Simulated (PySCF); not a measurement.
Method: ωB97X-D3(BJ)/def2-TZVP // PBE0-D3(BJ)/def2-TZVP run with PySCF 2.14.0. All species are isolated molecules in the gas phase. One relaxed conformer stands for a flexible species; it need not be the lowest. Excitations are Tamm–Dancoff values on a coarser integration grid. The basis has no diffuse functions, so Rydberg states are missing or too high.

Reference species (SMILES): `C=C=C` (neutral, multiplicity 1).

- HOMO = -10.16 eV
- S1 oscillator strength = 0.000
- S1 excitation (TDA) = 6.17 eV
- HOMO–LUMO gap = 12.68 eV

Changed species: `OC=C=C` (X = hydroxy; the reference has X = H).

Question: Predict the effect on the HOMO, S1 oscillator strength, S1 excitation (TDA) and HOMO–LUMO gap.

Answer: the HOMO rises by 1.12 eV, to -9.04 eV; the S1 oscillator strength hardly moves; the S1 excitation (TDA) decreases by 1.44 eV, to 4.73 eV; the HOMO–LUMO gap falls by 1.78 eV, to 10.90 eV.
